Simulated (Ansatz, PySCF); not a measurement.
Species: OCl (charge 0, doublet). 
Coordinates optimised at B3LYP-D3(BJ)/def2-TZVP (Ansatz, a first-principles code):
SMILES: [O]Cl
```xyz
2

Cl     0.0000     0.0000    -0.5055
O      0.0000     0.0000     1.0742
```
Charge 0, spin multiplicity 2.

PBE beside other levels, property by property. Correlated levels leave the core frozen unless marked. UHF or UKS for open shells. No spin-orbit coupling. No relativistic terms. CBS(X,Y): correlation extrapolated as X^-3; Hartree-Fock from the larger set (for Q and 5 zeta extrapolated as (X+1)exp(-9√X)). Rows marked 298 K are enthalpies with B3LYP-D3(BJ) harmonic zero-point and thermal terms from PySCF. Enthalpies of formation rest on the atoms' values in the G2/97 table (older ones for B and Si), with no core term in the frozen-core levels. Vertical energies are electronic, to the SCF solution reached for that spin. Anions need diffuse functions, of which def2-TZVPD holds fewer than the aug- sets. The coupled-cluster column (Ansatz) is a level with limits of its own: (a) CCSD(T)/CBS(aug-cc-pV(T+d)Z,aug-cc-pV(Q+d)Z); (b) CCSD(T)/CBS(cc-pV(Q+d)Z,cc-pV(5+d)Z).

| property | PBE/def2-TZVPD (Ansatz) | SVWN5/def2-TZVPD (Ansatz) | wB97M-V/def2-TZVPD (Ansatz) | CCSD(T)/aug-cc-pV(T+d)Z (Ansatz) | coupled cluster | measured |
|---|---|---|---|---|---|---|
| enthalpy of formation at 298 K by atomisation (kcal/mol) | 7.7 | -15.1 | 22.3 | 28.8 | 24.2 (b) | 24.2 |
| vertical electron affinity to the singlet (eV) | 1.99 | 2.26 | 2.10 | 2.07 | 2.22 (a) | - |

Measured values: G2/97 table in ASE (Curtiss et al.); they hold spin-orbit effects, which all levels lack, and core correlation, which the frozen-core levels lack. This is an older compilation, not checked against later work.

As the rows show:
- enthalpy of formation at 298 K by atomisation: PBE lies 16.5 kcal/mol below the measured value.
- vertical electron affinity to the singlet: PBE lies 0.23 eV below coupled cluster.
